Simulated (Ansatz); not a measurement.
Species, as SMILES: C#C (C2H2).
Atoms: C1, C2, H3, H4. Bonds: C1-C2, C1-H4, C2-H3.

How fast the highest harmonic wavenumber converges with the basis for several methods (Ansatz, a program for electronic structure): deviation from each method's own reference, in cm⁻¹. References: B3LYP 3515 cm⁻¹, the value in aug-pcseg-2; HF 3669 cm⁻¹, the value in aug-pcseg-2; PBE 3443 cm⁻¹, the value in aug-pcseg-2. Cartesian d functions, on some or all atoms, in 6-31G**, 6-31+G*; all else is spherical. No added dispersion term, no relativity. Each level at its own minimum, unscaled; the references are large sets that could be run, not limits.

| basis | functions | B3LYP | HF | PBE |
|---|---|---|---|---|
| STO-3G | 12 | 232 | 354 | 234 |
| pcseg-0 | 22 | 4 | 13 | 2 |
| 6-31G | 22 | 43 | 63 | 45 |
| def2-SV(P) | 32 | -8 | 11 | -8 |
| def2-SVP | 38 | -2 | 4 | 6 |
| 6-31G** | 40 | 20 | 28 | 25 |
| 6-31+G* | 42 | 17 | 43 | 18 |
| 6-311++G(2d,2p) | 74 | -3 | -2 | -2 |
| def2-TZVPP | 90 | 2 | -2 | 3 |
| jun-cc-pV(T+d)Z | 106 | -4 | -5 | -4 |
| def2-TZVPPD | 108 | 2 | -2 | 3 |
| 6-311++G(3df,3pd) | 114 | -2 | -6 | 3 |

Mean absolute deviation over 6-311++G(2d,2p), def2-TZVPP, jun-cc-pV(T+d)Z, def2-TZVPPD, 6-311++G(3df,3pd): B3LYP 2, PBE 3, HF 3 cm⁻¹.
